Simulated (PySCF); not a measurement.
**SBrO₂−, cut into parts across a bond: interaction energy**

An exercise on one series of results from a longer session: the logs are not shown, and one member is left open.

Programs: PySCF 2.14.0. All values are calculated, for the isolated system unless a continuum is named. Atoms count from 0, parts from 1.

### Starting point

4 atoms, charge -1, multiplicity 1; geometry: GFN2-xTB. Parts: 1 = atoms 0–2, `O=S=O`, charge 0; 2 = atom 3, `[Br-]`, charge -1. In the given geometry S1 and Br3 of different parts are bonded (2.42 Å), so values for the parts refer to these atom groups.

Set-up of the first run:

The job: settings as JSON, then the geometry in Å.

```
{"job": {"xc": "PBE0", "basis": "def2-TZVPD", "d3": "d3bj", "grid": 3, "kind": "geom", "shake": 0.01}, "charge": -1, "multiplicity": 1, "parts": [{"atoms": "0-2", "charge": 0, "multiplicity": 1}, {"atoms": "3-3", "charge": -1, "multiplicity": 1}]}
O     -1.196582    -0.341589     0.017107
S     -0.105477     0.611754    -0.152232
O      1.187329    -0.044043    -0.200540
Br    -0.351911     1.462181    -2.406892
```

Command:

```console
> OMP_NUM_THREADS=1 python cluster_run.py task.json out
```

The driver reads the jobs from task.json and runs them one after another.

Steps of the session up to this table: Optimising the geometry at PBE0-D3(BJ)/def2-TZVPD; Coupled-cluster interaction energy: CCSD(T) and MP2, 2.66 Å; Coupled-cluster interaction energy: CCSD(T) and MP2, 2.79 Å; Coupled-cluster interaction energy: CCSD(T) and MP2, 2.93 Å; Coupled-cluster interaction energy: CCSD(T) and MP2, 2.53 Å; Coupled-cluster interaction energy: CCSD(T) and MP2, 3.33 Å; Coupled-cluster interaction energy: CCSD(T) and MP2, 2.40 Å; Coupled-cluster interaction energy: CCSD(T) and MP2, 3.99 Å; Coupled-cluster interaction energy: CCSD(T) and MP2, 5.32 Å.

One table of the session follows, with a row left open; its other results are not shown here.

It belongs to the step «Coupled-cluster interaction energy: CCSD(T) and MP2, 5.32 Å». 

| method | interaction energy (kcal/mol) |
| --- | --- |
| HF/aug-cc-pVDZ | -4.74 |
| MP2/aug-cc-pVDZ | -4.08 |
| CCSD/aug-cc-pVDZ | -4.34 |
| CCSD(T)/aug-cc-pVDZ | -4.21 |
| HF/aug-cc-pVQZ | ? |
| MP2/aug-cc-pVQZ | -4.07 |
| SCS-MP2/aug-cc-pVQZ | -4.09 |
| MP2, extrapolated | -4.08 |
| CCSD(T), limit estimate | -4.22 |

**Question.** Estimate the row for HF/aug-cc-pVQZ.

**Answer.** interaction energy (kcal/mol): -4.72. In the column «interaction energy (kcal/mol)» it lies between HF/aug-cc-pVDZ (-4.74) and CCSD/aug-cc-pVDZ (-4.34).
